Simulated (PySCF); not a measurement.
# NaN: bond curves at several levels of theory

Aim: find the lowest electronic state of NaN, scan its bond at several levels of theory, and get bond length, wavenumber and dissociation energy from each curve.

The runs use PySCF 2.14.0; Na def2-TZVPP, N def2-TZVPP, no relativity.

## Step 1: The job

Settings of the job:

```json
{
  "atoms": "Na, N",
  "charge": "0",
  "basis": "Na def2-TZVPP, N def2-TZVPP",
  "Hamiltonian": "no relativity",
  "basis functions": "63",
  "electrons treated": "18",
  "masses in u": "22.9898, 14.0031",
  "levels": "PBE0, PBE, r²SCAN, PBEsol, B3LYP, B97-3, B2PLYP, LC-ωPBE, HF, MP2, SCS-MP2, CCSD, CCSD(T)",
  "grid": "80 radial by 434 angular points",
  "occupations": "held fixed by the projection of orbital angular momentum",
  "dissociation limit": "Na + N, each in its ground configuration",
  "starting distance in angstrom": "2.230",
  "values of 2S to try": "0, 2, 4"
}
```

Launch:

```bash
OMP_NUM_THREADS=1 python dia.py task.json out
```

Further steps of the session: PBE0 along the bond; Other states along the same grid; PBE; r²SCAN; PBEsol (GGA); B3LYP; B97-3 (global hybrid GGA); B2PLYP; LC-ωPBE; ROHF (mean field); MP2 and coupled cluster.

**Question.** What will these runs give? Wanted: for each run, Re; ωe; De; μ.

The runs gave:

Lowest PBE0 solution found, without spin–orbit coupling: ³Σ⁻ (triplet), unpaired electrons π ↑↑. State 2 has its PBE0 minimum 0.47 eV higher. State 3 has its PBE0 minimum 0.58 eV higher, as a spin-mixed determinant (⟨S²⟩ = 1.00), so this is no gap between pure states. State 4 has its PBE0 minimum 1.01 eV higher, as a spin-mixed determinant (⟨S²⟩ = 1.00), so this is no gap between pure states. The other levels ran on the lowest alone.

```tsv
level	Re (Å)	ωe (cm⁻¹)	De (eV)	μ (D)
ROHF	2.207	449	-0.78	-8.57
ROHF-MP2	2.209	426	0.61	n/a
ROHF-SCS-MP2	2.215	422	0.70	n/a
ROHF-CCSD	2.230	395	0.64	n/a
ROHF-CCSD(T)	2.241	381	0.75	n/a
PBE	2.258	372	1.38	-5.56
PBEsol	2.249	372	1.37	-5.48
r²SCAN	2.272	358	1.08	-5.55
B3LYP	2.241	384	1.23	-6.06
PBE0	2.240	382	1.04	-6.22
B97-3	2.240	394	1.11	-6.46
LC-ωPBE	2.203	431	1.06	-7.89
B2PLYP	2.208	430	1.01	-6.12
```

De is counted to Na + N in their ground configurations. A positive dipole means Na(−)N(+).

In words: The methods spread over 0.069 Å in bond length, from LC-ωPBE to r²SCAN. Of the levels with a De here, ROHF gives the least (-0.78 eV) and PBE the most (1.38 eV).

Correlated steps freeze 2 core orbitals. B2PLYP dipoles, levels and charges come from its SCF part alone. A negative De means that the minimum lies above the separated atoms at that level. T1 is 0.042 near the minimum (highest on the curve 0.067), which may point to more than one leading configuration.
